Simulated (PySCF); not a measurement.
Stepwise substitution at one centre (B Cl-Br). Isolated molecules, 0 K electronic values unless said otherwise. Strings in code marks are SMILES.

The HOMO–LUMO gap from two functionals at the same geometries (PBE0-D4/def2-TZVP), both in PySCF: PBE-D3(BJ)/def2-TZVP and B3LYP-D3(BJ)/def2-TZVP. B3LYP has the VWN-RPA correlation part, as in Gaussian. 

```json
[
 {"species": "0 of 3 Cl replaced by Br (`ClB(Cl)Cl`)", "PBE-D3(BJ)/def2-TZVP (eV)": "5.04"},
 {"species": "1 of 3 Cl replaced by Br (`ClB(Br)Cl`)", "PBE-D3(BJ)/def2-TZVP (eV)": "4.59"},
 {"species": "2 of 3 Cl replaced by Br (`ClB(Br)Br`)", "PBE-D3(BJ)/def2-TZVP (eV)": "4.32"},
 {"species": "3 of 3 Cl replaced by Br (`BrB(Br)Br`)", "PBE-D3(BJ)/def2-TZVP (eV)": "4.09"}
]
```

Question: What does B3LYP-D3(BJ)/def2-TZVP give for each?

Answer: 
- 0 of 3 Cl replaced by Br (`ClB(Cl)Cl`): 6.94
- 1 of 3 Cl replaced by Br (`ClB(Br)Cl`): 6.39
- 2 of 3 Cl replaced by Br (`ClB(Br)Br`): 6.05
- 3 of 3 Cl replaced by Br (`BrB(Br)Br`): 5.79
Over these rows, drawn at random from the members with no instability flagged (it was tested for open shells, ions and some series alone), PBE minus B3LYP-D3(BJ): mean -1.78 eV, from -1.90 eV to -1.70 eV.
